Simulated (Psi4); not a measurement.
**singlet CH4ClSi− at 3 levels**

We compute a comparison of 3 runs (HF/3-21G, B3LYP/6-31G*, TPSSh/6-311+G**) of singlet CH4ClSi−. 

Program for the calculation: Psi4 1.11.

### 1 Starting point

CH4ClSi− has 7 atoms, charge -1, and is taken as a singlet. SMILES of the parent species: `[SiH2]CCl`. The shape is that of a GFN2-xTB optimisation. This is one conformer, not always the lowest. That shape belongs to the parent species and isn't relaxed for this state.

Bond lengths: Si1–C2 1.907 Å, C2–Cl3 1.791 Å, Si1–H4 1.453 Å, Si1–H5 1.458 Å, C2–H6 1.088 Å, C2–H7 1.090 Å. Angles: Si1–C2–Cl3 109.2°, Si1–C2–H6 113.5°, Si1–C2–H7 112.5°, Cl3–C2–H6 106.7°, Cl3–C2–H7 106.2°, C2–Si1–H4 111.2°, C2–Si1–H5 109.9°, H6–C2–H7 108.3°, H4–Si1–H5 116.2°.

### 2 Energy and gradient at HF/3-21G (run 1)

job.json reads:

```json
{
 "schema_name": "qcschema_input",
 "schema_version": 1,
 "molecule": {
  "schema_name": "qcschema_molecule",
  "schema_version": 2,
  "symbols": ["Si", "C", "Cl", "H", "H", "H", "H"],
  "geometry": [-1.03094009, 0.35286856, -1.90106448, 1.06134578, -0.15144265, 0.98955509, 1.41457339, -3.47225837, 1.54163857, -3.39602682, -1.02311662, -1.6663038, -1.24098315, 3.04461335, -2.44566465, 2.95545607, 0.61801603, 0.77473102, 0.23659371, 0.6313386, 2.70712716],
  "molecular_charge": -1,
  "molecular_multiplicity": 1,
  "fix_symmetry": "c1",
  "fix_com": true,
  "fix_orientation": true
 },
 "driver": "gradient",
 "model": {
  "method": "hf",
  "basis": "3-21G"
 },
 "keywords": {
  "puream": true,
  "e_convergence": 1e-09,
  "d_convergence": 1e-08,
  "scf_type": "pk"
 }
}
```

Launch:

```bash
psi4 --qcschema job.json -n 1 --memory 1600MB
```

stdout:

```text
[...]
  Running in c1 symmetry.
[...]
  Nuclear repulsion =  132.998830689699219
[...]
  Multiplicity = 1
[...]
  Nalpha       = 21
  Nbeta        = 21
[...]
    Number of basis functions: 43
[...]
   @RHF iter   1:  -784.55430084823467   -4.83883e-01   5.53303e-03 DIIS/ADIIS
[...]
   @RHF iter  11:  -784.60530803185304   -6.59384e-12   7.60637e-09 DIIS
[...]
    Orbital Energies [Eh]
    ---------------------
    Doubly Occupied:
       1A   -103.918510     2A    -68.021347     3A    -11.042688
       4A    -10.314142     5A     -7.778256     6A     -7.773905
       7A     -7.773751     8A     -5.830943     9A     -3.927533
      10A     -3.926818    11A     -3.923819    12A     -0.958667
      13A     -0.722723    14A     -0.478018    15A     -0.438649
      16A     -0.377867    17A     -0.319593    18A     -0.267217
      19A     -0.261606    20A     -0.224056    21A     -0.009536
[...]
  @RHF Final Energy:  -784.60530803185304
   => Energetics <=
    Nuclear Repulsion Energy =            132.9988306896992185
    One-Electron Energy =               -1358.6289887617342629
    Two-Electron Energy =                 441.0248500401820593
    Total Energy =                       -784.6053080318530419
[...]
  -Total Gradient:
     Atom            X                  Y                   Z
    ------   -----------------  -----------------  -----------------
       1       -0.036008651252     0.026346436553     0.068238808802
       2        0.007927790094    -0.060583975359    -0.023321940694
       3       -0.008345094016     0.051646164287    -0.014219529109
       4        0.025425440178    -0.001077735022    -0.018715137307
       5        0.012449903739    -0.025973568997    -0.013226267833
       6        0.007400427435     0.002272413213     0.002702589891
       7       -0.008849816191     0.007370265317    -0.001458523749
[...]
```

The result, in JSON:

```text
{
 "driver": "gradient",
 "model": {
  "method": "hf",
  "basis": "3-21G"
 },
 "success": true,
 "return_result": [-0.03600865125195091, 0.02634643655349573, 0.06823880880184095, 0.007927790094146514, -0.060583975358744685, -0.023321940694060406, -0.008345094015934862, 0.051646164286869446, -0.014219529109469279, 0.02542544017805315, -0.0010777350221032878, -0.018715137306955086, 0.012449903739109506, -0.025973568996608437, -0.013226267833007392, 0.0074004274350638055, 0.0022724132130994, 0.0027025898913496695, -0.008849816191047508, 0.007370265316697544, -0.001458523749310936],
 "properties": {
  "calcinfo_nbasis": 43,
  "calcinfo_nmo": 43,
  "calcinfo_nalpha": 21,
  "calcinfo_nbeta": 21,
  "calcinfo_natom": 7,
  "nuclear_repulsion_energy": 132.99883068969922,
  "return_energy": -784.605308031853,
  "return_gradient": [-0.03600865125195091, 0.02634643655349573, 0.06823880880184095, 0.007927790094146514, -0.060583975358744685, -0.023321940694060406, -0.008345094015934862, 0.051646164286869446, -0.014219529109469279, 0.02542544017805315, -0.0010777350221032878, -0.018715137306955086, 0.012449903739109506, -0.025973568996608437, -0.013226267833007392, 0.0074004274350638055, 0.0022724132130994, 0.0027025898913496695, -0.008849816191047508, 0.007370265316697544, -0.001458523749310936],
  "scf_one_electron_energy": -1358.6289887617343,
  "scf_two_electron_energy": 441.02485004018206,
  "scf_dipole_moment": [0.39670603195046894, 1.0910874679245026, 1.9320306398261526],
  "scf_total_energy": -784.605308031853,
  "scf_total_gradient": [-0.03600865125195091, 0.02634643655349573, 0.06823880880184095, 0.007927790094146514, -0.060583975358744685, -0.023321940694060406, -0.008345094015934862, 0.051646164286869446, -0.014219529109469279, 0.02542544017805315, -0.0010777350221032878, -0.018715137306955086, 0.012449903739109506, -0.025973568996608437, -0.013226267833007392, 0.0074004274350638055, 0.0022724132130994, 0.0027025898913496695, -0.008849816191047508, 0.007370265316697544, -0.001458523749310936],
  "scf_iterations": 11
 }
}
```

Wall time 2.2 s (1 thread of Intel Xeon Platinum 8375C at 2.90GHz (Ice Lake), shared host); peak memory 0.18 GiB.

### 3 Energy and forces at B3LYP/6-31G(d) (Cartesian functions) (run 2)

input.dat reads:

```
memory 1600 mb

molecule {
  -1 1
  Si
  C 1 R2
  Cl 2 R3 1 A3
  H 1 R4 2 A4 3 D4
  H 1 R5 4 A5 2 D5
  H 2 R6 3 A6 1 D6
  H 2 R7 6 A7 3 D7

  R2 = 1.907071
  R3 = 1.791199
  A3 = 109.18977
  R4 = 1.453272
  A4 = 111.18042
  D4 = 52.64019
  R5 = 1.457516
  A5 = 116.16019
  D5 = -126.59337
  R6 = 1.087825
  A6 = 106.74513
  D6 = -123.06615
  R7 = 1.09003
  A7 = 108.2893
  D7 = 113.94542
  symmetry c1
  no_reorient
  no_com
}

set basis 6-31G*
set reference rks
set puream false
set e_convergence 1e-09
set d_convergence 1e-08
set scf_type pk
set dft_radial_points 99
set dft_spherical_points 590

result, w = gradient('b3lyp', return_wfn=True)
oeprop(w, 'QUADRUPOLE', 'MULLIKEN_CHARGES', 'DIPOLE')
```

Launch:

```bash
psi4 input.dat output.dat -n 1
```

output.dat:

```text
[...]
  Running in c1 symmetry.
[...]
  Nuclear repulsion =  132.998821084117765
[...]
  Multiplicity = 1
[...]
  Nalpha       = 21
  Nbeta        = 21
[...]
    Number of basis functions: 61
[...]
   @RKS iter   1:  -789.93179031118359   -1.63588e-01   9.52702e-03 ADIIS/DIIS
[...]
   @RKS iter  11:  -790.16035394429332   -7.16227e-12   7.08258e-09 DIIS
[...]
  @RKS Final Energy:  -790.16035394429332
   => Energetics <=
    Nuclear Repulsion Energy =            132.9988210841177647
    One-Electron Energy =               -1363.4786318524122635
    Two-Electron Energy =                 485.7061190208864900
    DFT Exchange-Correlation Energy =     -45.3866621968852542
    Empirical Dispersion Energy =           0.0000000000000000
    VV10 Nonlocal Energy =                  0.0000000000000000
    Total Energy =                       -790.1603539442933197
[...]
  -Total Gradient:
     Atom            X                  Y                   Z
    ------   -----------------  -----------------  -----------------
       1       -0.061126174498     0.026682245913     0.017840435840
       2        0.018953841756    -0.021701206227     0.003804147256
       3        0.000789724223     0.019052827374    -0.012200364617
       4        0.027930682608    -0.001257255396     0.000260934326
       5        0.015422171366    -0.022146893221     0.000409730185
       6       -0.003361234070    -0.002653571150     0.001370135222
       7        0.001389367606     0.002024309403    -0.011484203243
[...]
```

Wall time 15 s (1 thread of Intel Xeon Platinum 8375C at 2.90GHz (Ice Lake), shared host); peak memory 0.84 GiB.

### 4 Energy and gradient at TPSSh/6-311+G(d,p) (run 3)

ch4clsi.inp reads:

```
memory 1.6 GB

molecule geom {
  -1 1
  Si    -0.545550     0.186730    -1.006000
  C      0.561640    -0.080140     0.523650
  Cl     0.748560    -1.837440     0.815800
  H     -1.797100    -0.541410    -0.881770
  H     -0.656700     1.611140    -1.294190
  H      1.563960     0.327040     0.409970
  H      0.125200     0.334090     1.432550
  symmetry c1
}

set basis 6-311+G**
set reference rks
set puream true
set e_convergence 1e-09
set d_convergence 1e-08
set scf_type pk
set dft_radial_points 99
set dft_spherical_points 590

energy_value, wavefunction = gradient('tpssh', return_wfn=True)
oeprop(wavefunction, 'WIBERG_LOWDIN_INDICES', 'DIPOLE', 'MULLIKEN_CHARGES')
```

Launch:

```bash
psi4 -n 1 ch4clsi.inp ch4clsi.out
```

ch4clsi.out:

```text
[...]
  Running in c1 symmetry.
[...]
  Nuclear repulsion =  132.998830648803732
[...]
  Multiplicity = 1
[...]
  Nalpha       = 21
  Nbeta        = 21
[...]
    Number of basis functions: 106
[...]
   @RKS iter   1:  -789.86068715128852   -3.06812e-02   7.89794e-03 DIIS/ADIIS
[...]
   @RKS iter  13:  -790.24232374132180   -4.54747e-13   1.90879e-09 DIIS
[...]
  @RKS Final Energy:  -790.24232374132180
   => Energetics <=
    Nuclear Repulsion Energy =            132.9988306488037324
    One-Electron Energy =               -1362.8682535369948710
    Two-Electron Energy =                 490.4694637092336507
    DFT Exchange-Correlation Energy =     -50.8423645623643665
    Empirical Dispersion Energy =           0.0000000000000000
    VV10 Nonlocal Energy =                  0.0000000000000000
    Total Energy =                       -790.2423237413217976
[...]
  -Total Gradient:
     Atom            X                  Y                   Z
    ------   -----------------  -----------------  -----------------
       1       -0.033002853325     0.022177229732     0.045365269993
       2        0.012872815323    -0.020930317276    -0.009135702215
       3       -0.004205327536     0.017318095344    -0.006607899440
       4        0.020242898766    -0.001442993471    -0.014441075244
       5        0.009108892411    -0.019357483083    -0.009535616117
       6       -0.000891818055    -0.001472307671     0.002722271686
       7       -0.004126772996     0.003713487898    -0.008364317752
[...]
```

Wall time 78 s (1 thread of Intel Xeon Platinum 8375C at 2.90GHz (Ice Lake), shared host); peak memory 0.65 GiB.

### 5 Overview of the runs

```tsv
run	level	Cartesian functions	integration grid	energy (Eh)	HOMO energy (eV)	LUMO energy (eV)	HOMO–LUMO gap (eV)	wall time
1	HF/3-21G	no	–	-784.605308	-0.26	9.74	10.00	2.2 s
2	B3LYP/6-31G* (Cartesian functions)	yes	99 radial × 590 angular	-790.160354	1.89	5.34	3.44	15 s
3	TPSSh/6-311+G**	no	99 radial × 590 angular	-790.242324	1.34	3.40	2.07	78 s
```

### 6 Summary of results

| quantity | value |
| --- | --- |
| run 3: total energy | -790.24232 Eh |
| run 3: HOMO energy | 1.34 eV |
| run 3: LUMO energy | 3.40 eV |
| run 3: HOMO–LUMO gap (to an unbound level, set by the basis) | 2.07 eV |
| run 3: largest force on an atom | 3.102 eV/Å |

In words: The HOMO–LUMO gap runs from 2.07 eV (TPSSh/6-311+G**) to 10.00 eV (HF/3-21G). The two ends differ in method and basis. The empty levels of an anion lie above zero and hang on the basis. Totals of different functionals can't be ranked against each other. In runs 2, 3 the HOMO lies above zero, so the outermost electron may be held by the basis alone. All runs together took 95 s, the longest 78 s.
